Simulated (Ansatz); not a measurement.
# Nudged elastic band run: C2H5NO2

input.yaml

```yaml
crystal:
  periodic: [false, false, false]
  atoms:
    - { symbol: "N", position_ang: [0.657877, -0.227008, -1.255794] }
    - { symbol: C, position_ang: [-0.072518, -0.823973, -0.269763] }
    - { symbol: O, position_ang: [-0.507605, -1.969636, -0.307395] }
    - { symbol: C, position_ang: [-0.301845, 0.087815, 0.949603] }
    - { symbol: O, position_ang: [0.033793, 1.453307, 0.74822] }
    - { symbol: H, position_ang: [0.929867, -0.768078, -2.075929] }
    - { symbol: H, position_ang: [1.044925, 0.702572, -1.084675] }
    - { symbol: H, position_ang: [-1.351393, -0.069126, 1.286142] }
    - { symbol: H, position_ang: [0.349005, -0.293358, 1.765489] }
    - { symbol: H, position_ang: [-0.698906, 1.856285, 0.247101] }
basis:
  gaussian: { orbitals: def2-SVP }
hamiltonian:
  xc: pbe
  dispersion: d4
neb:
  order_check: false
  images: 9
  f_tol: 0.05
  max_iterations: 60
  final_atoms:
    - { symbol: "N", position_ang: [0.65978547, -0.2278989, -1.25478284] }
    - { symbol: C, position_ang: [-0.07434426, -0.8232943, -0.27094795] }
    - { symbol: O, position_ang: [-0.51092207, -1.96837654, -0.30916469] }
    - { symbol: C, position_ang: [-0.3017341, 0.08783013, 0.9494601] }
    - { symbol: O, position_ang: [0.03262178, 1.45362265, 0.74710932] }
    - { symbol: H, position_ang: [1.04776606, 0.70123834, -1.08360648] }
    - { symbol: H, position_ang: [0.92997643, -0.76820672, -2.07587901] }
    - { symbol: H, position_ang: [-1.35016714, -0.07002305, 1.28893179] }
    - { symbol: H, position_ang: [0.35148231, -0.29265697, 1.76383596] }
    - { symbol: H, position_ang: [-0.70126448, 1.85656537, 0.2480428] }
  initial_path:
    images:
      - { positions_ang: [[0.657877, -0.227008, -1.255794], [-0.072518, -0.823973, -0.269763], [-0.507605, -1.969636, -0.307395], [-0.301845, 0.087815, 0.949603], [0.033793, 1.453307, 0.74822], [0.929867, -0.768078, -2.075929], [1.044925, 0.702572, -1.084675], [-1.351393, -0.069126, 1.286142], [0.349005, -0.293358, 1.765489], [-0.698906, 1.856285, 0.247101]] }
      - { positions_ang: [[0.67194269, -0.21675277, -1.2424972], [-0.05675481, -0.81701417, -0.25685854], [-0.46466776, -1.97166756, -0.30569394], [-0.29782713, 0.09217498, 0.95818566], [-0.00860385, 1.45754471, 0.74174894], [0.79837683, -0.57295679, -2.05317644], [1.18478173, 0.48494174, -1.11971512], [-1.35363671, -0.06817133, 1.28033683], [0.3372187, -0.26746167, 1.78704931], [-0.72762969, 1.82816285, 0.21361951]] }
      - { positions_ang: [[0.68600837, -0.20649754, -1.22920039], [-0.04099162, -0.81005533, -0.24395408], [-0.42173052, -1.97369912, -0.30399288], [-0.29380927, 0.09653496, 0.96676831], [-0.05100071, 1.46178241, 0.73527787], [0.66688667, -0.37783558, -2.03042387], [1.32463846, 0.26731147, -1.15475524], [-1.35588041, -0.06721665, 1.27453165], [0.32543241, -0.24156533, 1.80860961], [-0.75635338, 1.80004071, 0.18013803]] }
      - { positions_ang: [[0.70007406, -0.1962423, -1.21590359], [-0.02522843, -0.8030965, -0.23104962], [-0.37879328, -1.97573068, -0.30229183], [-0.2897914, 0.10089494, 0.97535097], [-0.09339756, 1.46602012, 0.72880681], [0.5353965, -0.18271437, -2.00767131], [1.46449519, 0.04968121, -1.18979537], [-1.35812412, -0.06626198, 1.26872648], [0.31364611, -0.215669, 1.83016992], [-0.78507707, 1.77191856, 0.14665654]] }
      - { positions_ang: [[0.71413974, -0.18598707, -1.20260679], [-0.00946524, -0.79613767, -0.21814516], [-0.33585604, -1.97776224, -0.30059077], [-0.28577354, 0.10525492, 0.98393362], [-0.13579442, 1.47025782, 0.72233574], [0.40390634, 0.01240684, -1.98491875], [1.60435192, -0.16794906, -1.22483549], [-1.36036783, -0.06530731, 1.26292131], [0.30185982, -0.18977266, 1.85173022], [-0.81380075, 1.74379642, 0.11317506]] }
      - { positions_ang: [[0.72820543, -0.17573184, -1.18930999], [0.00629796, -0.78917883, -0.2052407], [-0.2929188, -1.9797938, -0.29888971], [-0.28175567, 0.10961491, 0.99251628], [-0.17819127, 1.47449553, 0.71586468], [0.27241617, 0.20752805, -1.96216619], [1.74420864, -0.38557932, -1.25987561], [-1.36261153, -0.06435264, 1.25711613], [0.29007352, -0.16387633, 1.87329053], [-0.84252444, 1.71567427, 0.07969357]] }
      - { positions_ang: [[0.71452144, -0.18616525, -1.20240456], [-0.00983049, -0.79600193, -0.21838215], [-0.33651945, -1.97751035, -0.30094471], [-0.28575136, 0.10525795, 0.98390504], [-0.13602866, 1.47032095, 0.72211361], [0.42748615, 0.30627011, -1.78645425], [1.5813622, -0.4621048, -1.42307629], [-1.36012266, -0.06548672, 1.26347926], [0.30235528, -0.18963246, 1.85139961], [-0.81427245, 1.74385249, 0.11336342]] }
      - { positions_ang: [[0.70083745, -0.19659866, -1.21549913], [-0.02595893, -0.80282502, -0.2315236], [-0.38012011, -1.97522689, -0.3029997], [-0.28974704, 0.100901, 0.97529381], [-0.09386605, 1.46614638, 0.72836254], [0.58255613, 0.40501217, -1.6107423], [1.41851576, -0.53863028, -1.58627697], [-1.35763378, -0.0666208, 1.2698424], [0.31463703, -0.21538859, 1.8295087], [-0.78602046, 1.77203071, 0.14703326]] }
      - { positions_ang: [[0.68715345, -0.20703208, -1.2285937], [-0.04208738, -0.80964812, -0.24466505], [-0.42372076, -1.97294344, -0.3050547], [-0.29374273, 0.09654404, 0.96668257], [-0.05170344, 1.4619718, 0.73461147], [0.73762611, 0.50375422, -1.43503036], [1.25566932, -0.61515576, -1.74947765], [-1.3551449, -0.06775489, 1.27620553], [0.32691879, -0.24114471, 1.80761779], [-0.75776847, 1.80020893, 0.18070311]] }
      - { positions_ang: [[0.67346946, -0.21746549, -1.24168827], [-0.05821582, -0.81647121, -0.2578065], [-0.46732142, -1.97065999, -0.3071097], [-0.29773841, 0.09218709, 0.95807134], [-0.00954083, 1.45779723, 0.74086039], [0.89269608, 0.60249628, -1.25931842], [1.09282287, -0.69168124, -1.91267833], [-1.35265602, -0.06888897, 1.28256866], [0.33920055, -0.26690084, 1.78572688], [-0.72951647, 1.82838715, 0.21437295]] }
      - { positions_ang: [[0.65978547, -0.2278989, -1.25478284], [-0.07434426, -0.8232943, -0.27094795], [-0.51092207, -1.96837654, -0.30916469], [-0.3017341, 0.08783013, 0.9494601], [0.03262178, 1.45362265, 0.74710932], [1.04776606, 0.70123834, -1.08360648], [0.92997643, -0.76820672, -2.07587901], [-1.35016714, -0.07002305, 1.28893179], [0.35148231, -0.29265697, 1.76383596], [-0.70126448, 1.85656537, 0.2480428]] }
```

Launched with:

```bash
$ ansatz run input.yaml --threads 2 --pin off --max-ram 3072MiB --backend cpu --events-out ev --progress --plain --runs-dir out
```

Output, in part (warnings, iteration lines, the closing report on the highest movable image, with atoms numbered from 0):

```
NEB end point (image 0): max|allowed force component| = 1.404e-2 eV/Å (the criterion of neb.relax_end_points is 1.000e-2)
NEB end point (image 10): max|allowed force component| = 1.294e-2 eV/Å (the criterion of neb.relax_end_points is 1.000e-2)
NEB iter   1: max|band force component| = 3.142e1 eV/Å  barrier→ = 5.4107 eV  barrier← = 5.4107 eV  Δτ_max = 0.1987 Å  (312 SCF iters)
NEB iter   2: max|band force component| = 3.737e0 eV/Å  barrier→ = 1.2232 eV  barrier← = 1.2232 eV  Δτ_max = 0.1909 Å  (319 SCF iters)
NEB iter   3: max|band force component| = 2.176e0 eV/Å  barrier→ = 1.1709 eV  barrier← = 1.1709 eV  Δτ_max = 0.1915 Å  (300 SCF iters)
NEB iter   4: max|band force component| = 1.630e0 eV/Å  barrier→ = 1.0436 eV  barrier← = 1.0436 eV  Δτ_max = 0.1989 Å  (312 SCF iters)
NEB iter   5: max|band force component| = 8.411e-1 eV/Å  barrier→ = 0.8930 eV  barrier← = 0.8931 eV  Δτ_max = 0.1993 Å  (278 SCF iters)
NEB iter   6: max|band force component| = 6.288e-1 eV/Å  barrier→ = 0.8342 eV  barrier← = 0.8342 eV  Δτ_max = 0.1995 Å  (296 SCF iters)
NEB iter   7: max|band force component| = 6.794e-1 eV/Å  barrier→ = 0.7666 eV  barrier← = 0.7666 eV  Δτ_max = 0.1000 Å  (304 SCF iters)
NEB iter   8: max|band force component| = 4.569e-1 eV/Å  barrier→ = 0.7395 eV  barrier← = 0.7395 eV  CI = image 4  Δτ_max = 0.0997 Å  (271 SCF iters)
NEB iter   9: max|band force component| = 2.855e-1 eV/Å  barrier→ = 0.7266 eV  barrier← = 0.7266 eV  CI = image 4  Δτ_max = 0.0992 Å  (274 SCF iters)
NEB iter  10: max|band force component| = 2.795e-1 eV/Å  barrier→ = 0.7256 eV  barrier← = 0.7256 eV  CI = image 4  Δτ_max = 0.0985 Å  (278 SCF iters)
NEB iter  11: max|band force component| = 4.829e-1 eV/Å  barrier→ = 0.7334 eV  barrier← = 0.7334 eV  CI = image 4  Δτ_max = 0.0500 Å  (277 SCF iters)
NEB iter  12: max|band force component| = 6.281e-1 eV/Å  barrier→ = 0.7229 eV  barrier← = 0.7229 eV  CI = image 4  Δτ_max = 0.0255 Å  (283 SCF iters)
NEB iter  13: max|band force component| = 2.360e-1 eV/Å  barrier→ = 0.7227 eV  barrier← = 0.7227 eV  CI = image 4  Δτ_max = 0.0499 Å  (286 SCF iters)
NEB iter  14: max|band force component| = 2.435e-1 eV/Å  barrier→ = 0.7225 eV  barrier← = 0.7225 eV  CI = image 4  Δτ_max = 0.0500 Å  (288 SCF iters)
NEB iter  15: max|band force component| = 2.581e-1 eV/Å  barrier→ = 0.7225 eV  barrier← = 0.7225 eV  CI = image 4  Δτ_max = 0.0499 Å  (286 SCF iters)
NEB iter  16: max|band force component| = 2.507e-1 eV/Å  barrier→ = 0.7223 eV  barrier← = 0.7224 eV  CI = image 4  Δτ_max = 0.0993 Å  (285 SCF iters)
NEB iter  17: max|band force component| = 2.629e-1 eV/Å  barrier→ = 0.7223 eV  barrier← = 0.7223 eV  CI = image 4  Δτ_max = 0.1940 Å  (282 SCF iters)
NEB iter  18: max|band force component| = 2.182e-1 eV/Å  barrier→ = 0.7223 eV  barrier← = 0.7223 eV  CI = image 4  Δτ_max = 0.1982 Å  (293 SCF iters)
NEB iter  19: max|band force component| = 1.794e0 eV/Å  barrier→ = 0.7223 eV  barrier← = 0.7224 eV  CI = image 4  Δτ_max = 0.1004 Å  (287 SCF iters)
NEB iter  20: max|band force component| = 7.940e-1 eV/Å  barrier→ = 0.7221 eV  barrier← = 0.7221 eV  CI = image 4  Δτ_max = 0.1040 Å  (284 SCF iters)
NEB iter  21: max|band force component| = 3.452e-1 eV/Å  barrier→ = 0.7221 eV  barrier← = 0.7221 eV  CI = image 4  Δτ_max = 0.1995 Å  (284 SCF iters)
NEB iter  22: max|band force component| = 4.122e-1 eV/Å  barrier→ = 0.7221 eV  barrier← = 0.7221 eV  CI = image 4  Δτ_max = 0.1002 Å  (267 SCF iters)
NEB iter  23: max|band force component| = 4.604e-1 eV/Å  barrier→ = 0.7221 eV  barrier← = 0.7221 eV  CI = image 4  Δτ_max = 0.0500 Å  (257 SCF iters)
NEB iter  24: max|band force component| = 1.790e-1 eV/Å  barrier→ = 0.7221 eV  barrier← = 0.7221 eV  CI = image 4  Δτ_max = 0.0927 Å  (251 SCF iters)
NEB iter  25: max|band force component| = 1.335e-1 eV/Å  barrier→ = 0.7221 eV  barrier← = 0.7221 eV  CI = image 4  Δτ_max = 0.0542 Å  (249 SCF iters)
NEB iter  26: max|band force component| = 1.055e-1 eV/Å  barrier→ = 0.7221 eV  barrier← = 0.7221 eV  CI = image 4  Δτ_max = 0.1003 Å  (250 SCF iters)
NEB iter  27: max|band force component| = 1.156e0 eV/Å  barrier→ = 0.7221 eV  barrier← = 0.7221 eV  CI = image 4  Δτ_max = 0.0501 Å  (255 SCF iters)
NEB iter  28: max|band force component| = 5.475e-1 eV/Å  barrier→ = 0.7221 eV  barrier← = 0.7221 eV  CI = image 4  Δτ_max = 0.0990 Å  (257 SCF iters)
NEB iter  29: max|band force component| = 4.233e-1 eV/Å  barrier→ = 0.7221 eV  barrier← = 0.7221 eV  CI = image 4  Δτ_max = 0.0810 Å  (279 SCF iters)
NEB iter  30: max|band force component| = 3.356e-1 eV/Å  barrier→ = 0.7221 eV  barrier← = 0.7221 eV  CI = image 4  Δτ_max = 0.0971 Å  (246 SCF iters)
NEB iter  31: max|band force component| = 5.250e-1 eV/Å  barrier→ = 0.7221 eV  barrier← = 0.7221 eV  CI = image 4  Δτ_max = 0.0508 Å  (246 SCF iters)
NEB iter  32: max|band force component| = 6.133e-2 eV/Å  barrier→ = 0.7221 eV  barrier← = 0.7221 eV  CI = image 4  Δτ_max = 0.0465 Å  (234 SCF iters)
NEB iter  33: max|band force component| = 4.282e-2 eV/Å  barrier→ = 0.7221 eV  barrier← = 0.7221 eV  CI = image 4  Δτ_max = 0.0000 Å  (482 SCF iters)
Total energy: -7724.73756566 eV, -283.8788695229 hartree
Atom 0 at     0.537924     0.135379    -1.225798 Å, force     0.000065     0.000141    -0.000051 eV/Å
Atom 1 at     0.109442    -0.714076    -0.110504 Å, force     0.000045    -0.000110     0.000110 eV/Å
Atom 2 at     0.187967    -1.922698    -0.104279 Å, force    -0.000097     0.000019    -0.000068 eV/Å
Atom 3 at    -0.473743     0.114112     1.031700 Å, force    -0.000135     0.000160    -0.000117 eV/Å
Atom 4 at    -0.286907     1.488724     0.886498 Å, force    -0.000212    -0.000022     0.000006 eV/Å
Atom 5 at     0.031294    -0.182385    -2.066348 Å, force     0.000001    -0.000027    -0.000000 eV/Å
Atom 6 at     1.523840    -0.091659    -1.427519 Å, force     0.000015    -0.000027     0.000026 eV/Å
Atom 7 at    -1.557599    -0.179636     1.085462 Å, force     0.000094     0.000002     0.000104 eV/Å
Atom 8 at    -0.025693    -0.272251     1.978619 Å, force     0.000117    -0.000083     0.000048 eV/Å
Atom 9 at     0.036675     1.573290    -0.044831 Å, force     0.000108    -0.000053    -0.000058 eV/Å
Dipole moment:     0.128717    -0.024292    -0.443773 e Å
```

The run converged. The profile has 3 maxima (images 4, 7, 9) with wells between them (images 6, 8): this band takes more than one step, which may be the mechanism or a detour left from its start path. A vibrational analysis at the climbing image gives one clearly imaginary mode, 412i cm⁻¹: a first-order saddle point.

Final band (atoms are numbered from 1 in the order of the input):

```tsv
image	path coordinate (Å)	energy (eV)	dihedral H7–N1–C2–O3 (°)
0	0.00	0.00	-174
1	0.55	0.08	-152
2	1.10	0.31	-122
3	1.65	0.59	-89
4	2.21	0.72	-55
5	3.40	0.25	-4
6	4.60	0.04	2
7	5.79	0.29	2
8	6.99	0.03	-6
9	8.18	0.04	7
10	9.38	0.00	-4
```

Time of the run: 7.1 min on 2 threads of Arm Neoverse V1, on a shared host, peak memory 0.13 GiB.
